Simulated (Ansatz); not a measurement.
Start from `CCC(O)(F)F` and change one atom or group to get `OCC(O)(F)F`.

Ansatz, PBE0-D4/def2-TZVP geometries, multiplicity 1. Each molecule was computed in one conformer, which needn't be the lowest.

| property | `CCC(O)(F)F` |
| --- | --- |
| size of the dipole moment (PBE/def2-TZVPP) / D | 0.71 |
| HOMO–LUMO gap (PBE/def2-TZVPP) / eV | 8.14 |
| HOMO energy (PBE/def2-TZVPP) / eV | -7.81 |
| LUMO energy (ωB97M-V/def2-TZVPP) / eV | 2.61 |
| LUMO energy (PBE0/def2-TZVPP) / eV | 1.22 |
| size of the dipole moment (ωB97M-V/def2-TZVPP) / D | 0.76 |

(1) Give the same properties after the change, and the shifts. (An estimate is asked.)

Answers

(1) The calculation gave: 
```
                                          property  `OCC(O)(F)F`  shift
    size of the dipole moment (PBE/def2-TZVPP) / D          1.72   1.01
               HOMO–LUMO gap (PBE/def2-TZVPP) / eV          6.55  -1.59
                 HOMO energy (PBE/def2-TZVPP) / eV         -6.71   1.10
             LUMO energy (ωB97M-V/def2-TZVPP) / eV          2.19  -0.42
                LUMO energy (PBE0/def2-TZVPP) / eV          0.74  -0.48
size of the dipole moment (ωB97M-V/def2-TZVPP) / D          1.76   1.00
```

With PBE0 the HOMO rises by 1.23 eV and the LUMO falls by 0.48 eV, so the gap narrows by about 1.71 eV. PBE moves the HOMO by 1.10 eV and ωB97M-V by 1.26 eV. Dipoles are sizes alone; their direction can turn.
